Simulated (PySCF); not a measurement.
Dipole moment and polarisability across levels of theory

Borane phosphine, BH6P.
Z-matrix (Å and degrees, PBE0-D3(BJ)/def2-SVP geometry), rows numbered from 1:
```
B 
P   1  1.9231
H   1  1.2204  2  103.77
H   1  1.2202  2  103.90  3  -120.23
H   1  1.2208  2  103.35  3   119.89
H   2  1.4169  1  117.88  3   -60.44
H   2  1.4169  1  118.06  3   179.79
H   2  1.4171  1  118.41  3    59.59
```

PySCF, dipoles from the SCF density, polarisabilities from static response with core orbitals frozen. Isolated species at its PBE0-D3(BJ)/def2-SVP geometry, gas phase.

Problem. Compare the levels for these properties.

Solution. 

```tsv
level	μ (D)	error (%)	α (Å³)	anisotropy (Å³)
LDA/def2-SVPD	3.939	-1.5	7.56	2.59
PBE/def2-SVPD	3.918	-2.0	7.36	2.50
B3LYP/def2-SVPD	4.048	+1.2	7.17	2.26
PBE0/def2-SVPD	4.077	+1.9	7.10	2.24
BHandHLYP/def2-SVPD	4.206	+5.1	6.90	2.00
CAM-B3LYP/def2-SVPD	4.189	+4.7	7.06	2.09
wB97X-D/def2-SVPD	4.146	+3.6	7.06	2.12
LC-wPBE/def2-SVPD	4.306	+7.7	6.87	1.96
HF/def2-SVPD	4.411	+10.3	6.62	1.67
PBE0/6-31G*	4.142	+3.5	5.81	1.99
PBE0/6-31+G*	4.251	+6.3	6.36	2.16
PBE0/def2-SVP	4.314	+7.9	6.07	1.74
PBE0/def2-TZVP	4.023	+0.6	6.75	2.24
PBE0/aug-cc-pVDZ	4.050	+1.3	7.19	2.27
PBE0/def2-TZVPD	3.968	-0.8	7.18	2.32
PBE0/aug-cc-pVTZ	3.999	0.0	7.22	2.31
```

Reference dipole: 4.000 D (measured, gas; NIST CCCBDB Release 22 (SRD 101), experimental dipoles). The anisotropy is √(½[(α1 − α2)² + (α2 − α3)² + (α3 − α1)²]). For the dipole, the smallest error is 0.0% (PBE0/aug-cc-pVTZ) and the largest 10.3% (HF/def2-SVPD). The dipole runs from 3.92 D (PBE/def2-SVPD) to 4.41 D (HF/def2-SVPD). No reference polarisability is at hand; against PBE0 in the largest diffuse basis at hand (aug-cc-pVTZ) the other PBE0 rows deviate by 6-31G* -19%, 6-31+G* -12%, def2-SVP -16%, def2-SVPD -2%, def2-TZVP -7%, aug-cc-pVDZ 0%, def2-TZVPD -1%. In one basis (def2-SVPD) the functionals order the polarisability from HF (lowest) to LDA (highest), a spread of 14%. With PBE0 the polarisability is 6.21 Å³ without diffuse functions (mean of 6-31G*, def2-SVP and def2-TZVP) and 7.01 Å³ with them (mean of 6-31+G*, def2-SVPD, aug-cc-pVDZ, def2-TZVPD and aug-cc-pVTZ). Measured values can belong to vibrating molecules and may average over conformers; the computed ones are for one fixed geometry.
